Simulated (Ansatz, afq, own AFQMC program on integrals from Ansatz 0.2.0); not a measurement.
# Atomization energy of AlBH, doublet

```xyz
3

B     0.0000   -0.1388    1.5159
Al    0.0000    0.0968   -0.5473
H     0.0000   -1.1027   -1.6081
```

Connectivity, by distances: B–AlH.

Atoms in their ground-state spins without spin–orbit coupling (mostly on UHF) minus the molecule (UHF), without zero-point energy. The geometry is a stationary point, not shown to be a minimum.

Basis 6-31G. Only valence electrons are correlated. Ansatz 0.2.0 and our own AFQMC program on the same integrals; the CISD trial comes from CCSD amplitudes, and released means the phaseless constraint is let go. ± is one standard error of the sampling. The errors of all members are added in quadrature.

Full CI on the same integrals is exact in this basis and with this determinant's frozen core.

Errors are counted within 6-31G, not against nature.

Cautions: AlBH (doublet): strong correlation (T1 0.072, weight of the determinant 0.82, largest double 0.12), unrestricted determinant spin contaminated (⟨S²⟩ 1.66 against 0.75), the next higher spin lies close, its ph-AFQMC/CISD value lies 18 ± 7 meV above full CI.

Reference (full CI): 3.305 eV.

| level | atomization energy (eV) | error against FCI (eV) |
| --- | --- | --- |
| HF | 2.994 | -0.311 |
| MP2 | 3.185 | -0.120 |
| CCSD | 3.141 | -0.164 |
| CCSD(T) | 3.213 | -0.092 |
| ph-AFQMC/HF | 3.462 ± 0.022 | 0.156 ± 0.022 |
| ph-AFQMC/CISD | 3.290 ± 0.007 | -0.015 ± 0.007 |
| released AFQMC | 3.306 ± 0.009 | 0.001 ± 0.009 |

Correlation beyond CCSD(T) adds 0.092 eV. The perturbative (T) step is worth +0.072 eV. Where the cautions show a poor determinant, the low rows tell how each method copes with it, not its usual error.

A walk keeps the symmetry of its determinant, which the program's search chose and which needn't be the lowest solution, so a lower state of the same spin and another symmetry isn't excluded. Released energies are given only where the last usable release times agree within the noise; a slower fall can still hide under it.
